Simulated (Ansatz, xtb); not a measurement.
## C5H5N: which of two isomers lies lower

We compare I, `C=C/C=C/C#N`, a singlet, with II, `C=C/C=C\C#N`, a singlet. Both are isolated molecules in the gas phase, relaxed with r2SCAN-D4/def2-SVP; the shapes shown needn't be the lowest conformers.

I (Å):

```yaml
atoms:
  - { symbol: C, position_ang: [-2.4414, -0.0444, -0.3066] }
  - { symbol: C, position_ang: [-1.1391, -0.2402, -0.0210] }
  - { symbol: C, position_ang: [-0.3498, 0.6826, 0.7609] }
  - { symbol: C, position_ang: [0.9629, 0.4870, 1.0500] }
  - { symbol: C, position_ang: [1.7323, 1.3980, 1.8189] }
  - { symbol: N, position_ang: [2.3814, 2.1356, 2.4495] }
  - { symbol: H, position_ang: [-3.0106, -0.7632, -0.9014] }
  - { symbol: H, position_ang: [-2.9714, 0.8450, 0.0505] }
  - { symbol: H, position_ang: [-0.6292, -1.1394, -0.3899] }
  - { symbol: H, position_ang: [-0.8481, 1.5853, 1.1353] }
  - { symbol: H, position_ang: [1.4839, -0.4076, 0.6874] }
```

II (Å):

```csv
atom,x (Å),y (Å),z (Å)
C,-1.6374,0.9828,-0.0798
C,-0.9198,-0.1239,-0.3549
C,0.3533,-0.4113,0.2655
C,1.1130,-1.5123,0.0211
C,0.7359,-2.5327,-0.8933
N,0.4362,-3.3768,-1.6419
H,-1.2797,1.7271,0.6400
H,-2.5981,1.1749,-0.5644
H,-1.2972,-0.8564,-1.0795
H,0.7341,0.3179,0.9900
H,2.0683,-1.6520,0.5372
```

Quicker runs give these differences E(II) − E(I): GFN2-xTB +0.67 kJ/mol; HF/STO-3G +1.02 kJ/mol (at GFN2-xTB geometries); r2SCAN-D4/def2-SVP//GFN2-xTB −0.57 kJ/mol.

**Question.** Estimate which is lower in electronic energy at CCSD(T)/def2-SVP + ΔMP2/def2-TZVPP, and by roughly how much.

**Answer.** CCSD(T)/def2-SVP + ΔMP2/def2-TZVPP gives E(II) − E(I) = −1.29 kJ/mol, slightly favouring structure II, which is too small a margin to settle the true order.

Level by level:

```
                             level            geometry  E(II) − E(I) (kJ/mol)  departure from the last row (kJ/mol)  job, with rough time for the two
                          GFN2-xTB            GFN2-xTB                   +0.67                                 +1.96             optimisation, 0.096 s
                         HF/STO-3G            GFN2-xTB                   +1.02                                 +2.31               single point, 0.3 s
      r2SCAN-D4/def2-SVP//GFN2-xTB            GFN2-xTB                   −0.57                                 +0.72               single point, 3.7 s
                r2SCAN-D4/def2-SVP  r2SCAN-D4/def2-SVP                   −0.78                                 +0.51                optimisation, 28 s
                       HF/def2-SVP  r2SCAN-D4/def2-SVP                   +0.77                                 +2.06           part of the CCSD(T) run
                      MP2/def2-SVP  r2SCAN-D4/def2-SVP                   −0.33                                 +0.96           part of the CCSD(T) run
                  CCSD(T)/def2-SVP  r2SCAN-D4/def2-SVP                   +0.12                                 +1.41                      single point
CCSD(T)/def2-SVP + ΔMP2/def2-TZVPP  r2SCAN-D4/def2-SVP                   −1.29                                                      single point, 40 s
```

As drawn, both hold the same kinds of bond in the same numbers.

The largest departure from CCSD(T)/def2-SVP + ΔMP2/def2-TZVPP is that of HF/STO-3G, 2.31 kJ/mol. The last row adds to CCSD(T) the change of the MP2 difference between the two basis sets, here −1.41 kJ/mol.

With harmonic frequencies from r2SCAN-D4/def2-SVP (ideal gas, rigid rotor, one conformer each, 298.15 K, 1 atm): the zero-point term adds +0.66 kJ/mol; ΔH is −0.95 and ΔG −0.88 kJ/mol.

The correlated steps freeze 6 core orbitals. Programs: Ansatz 0.2.0, xtb 6.7.1; the last row on 2 threads of Arm Neoverse V2 on a shared host.
